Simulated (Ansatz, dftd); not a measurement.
Reaction: C2H3 (SMILES [CH]=C, doublet) → C2H3- (SMILES [CH-]=C) (an electron is taken up)
Each species at its own B3LYP-D3(BJ)/def2-TZVP minimum (Ansatz, a first-principles code).

Property: adiabatic electron affinity (electronic), positive where energy is released, in eV. Radicals and triplets start from unrestricted determinants; spin-orbit coupling is neglected. CBS(X,Y): correlation extrapolated as X^-3, Hartree-Fock from the larger set. A bracket is a step between two methods taken in the basis named. Functionals run without relativity, which enters their misses. '+ core + X2C': CCSD(T) terms for core correlation (cc-pwCVTZ) and scalar relativity (cc-pVTZ-DK). def2-TZVPD holds few diffuse functions, which lowers the functionals' binding of the extra electron. The UHF reference of C2H3 ([CH]=C, doublet) is spin-contaminated (<S^2> up to 0.19 over the pure value in the sets run).

```csv
level,program,adiabatic electron affinity (eV)
CAM-B3LYP-D4/def2-TZVPD,Ansatz + dftd4,0.57
```

Task: Predict the result of CCSD(T)/CBS(aug-cc-pVTZ,aug-cc-pVQZ) + [CCSDT(Q) - CCSD(T)]/aug-cc-pVDZ + core + X2C (Ansatz).

Result: 0.66 eV; the difference of CAM-B3LYP-D4/def2-TZVPD is -0.09 eV.
